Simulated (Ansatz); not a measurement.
# BNH₄ (triplet): the correlation ladder at distance B1–H4 along a hydrogen transfer = 1.311 Å, cc-pVDZ

The task here is to estimate one member of a computed series from the others.

Computed with Ansatz 0.2.0, Gaussian basis. Level: cc-pVDZ, core rule «outside noble gas», up to 2 orbitals frozen.

Plan: UHF; CCSD(T) on ROHF; CCSD(T) on UHF; BCCD(T) on ROHF; CISD; CCSDT(Q) on ROHF; CCSDT(Q) on UHF; CASSCF and MRCISD+Q, 4 electrons in 4 orbitals; CASSCF and NEVPT2, 4 electrons in 4 orbitals.

8 further runs of the same task are left out: 1 for a mislabelled method, 7 that didn't finish.

### The system

The geometry derives from fragments relaxed apart (PBE0/def2-TZVP) and kept rigid, so it is no stationary point. A hydrogen atom is moved between rigid fragments.

6 atoms, charge 0, spin multiplicity 3.

Atoms are counted from 1 here; the program's logs count them from 0.

Bond lengths: B1–H2 1.193 Å, B1–H3 1.193 Å, B1–H4 1.311 Å, H4–N5 1.197 Å, N5–H6 1.040 Å. Angles: H2–B1–H3 120.0°, H2–B1–H4 120.0°, H3–B1–H4 120.0°, B1–H4–N5 180.0°, H4–N5–H6 105.0°.

The first run:

Input file in.yaml:

```yaml
crystal:
  periodic: [false, false, false]
  atoms:
    - {symbol: B, position_ang: [-1.318791, 0.035086, 0.000000]}
    - {symbol: H, position_ang: [-1.915524, 1.068657, 0.000000]}
    - {symbol: H, position_ang: [-1.915524, -0.998486, 0.000000]}
    - {symbol: H, position_ang: [-0.007791, 0.035086, 0.000000]}
    - {symbol: N, position_ang: [1.189209, 0.035086, 0.000000]}
    - {symbol: H, position_ang: [1.458291, -0.969141, 0.000000]}
basis:
  gaussian: {orbitals: cc-pVDZ}
magnetization: {spin_polarized: true, initial_magnetization: 2}
hamiltonian: {xc: hf}
output: {orbitals: {seedname: orbitals}}
```

On the command line:

```console
$ ansatz run in.yaml --threads 1 --pin off --events-out ev --progress --plain --max-ram 2393MiB
```

Steps of the session up to this table: UHF; CCSD(T) on ROHF; CCSD(T) on UHF; BCCD(T) on ROHF; CISD; CCSDT(Q) on ROHF; CCSDT(Q) on UHF; CASSCF and MRCISD+Q, 4 electrons in 4 orbitals; CASSCF and NEVPT2, 4 electrons in 4 orbitals.

One table of the session follows, with a row left open; its other results are not shown here.

| method | from UCCSDT(Q) (meV) |
| --- | --- |
| ROHF | +7666.2 |
| UHF | +7299.8 |
| RMP2 | +1244.7 |
| UMP2 | +1319.0 |
| CISD | ? |
| RCCSD | +189.0 |
| UCCSD | +180.8 |
| RCCSD(T) | +35.1 |
| UCCSD(T) | +35.3 |
| BCCD(T) | +35.8 |
| RCCSDT | +10.6 |
| UCCSDT | +9.2 |
| RCCSDT(Q) | +1.0 |
| UCCSDT(Q) | 0 |

Estimate the missing values for CISD.

**Answer.** from UCCSDT(Q) (meV): +734.1. In the column «from UCCSDT(Q) (meV)» it lies between RCCSD (+189.0) and RMP2 (+1244.7).

Left out of the table: CASSCF pair, NEVPT2 pair, MRCISD pair, MRCISD+Q pair (the active space lost an orbital or holds another state than full CI finds).

To keep in mind: Restricted and unrestricted rows rest on different reference determinants; where their highest levels disagree by more than a few hundredths of an eV, they describe different states and don't form one ladder. Warnings in the runs' records: passed over end.
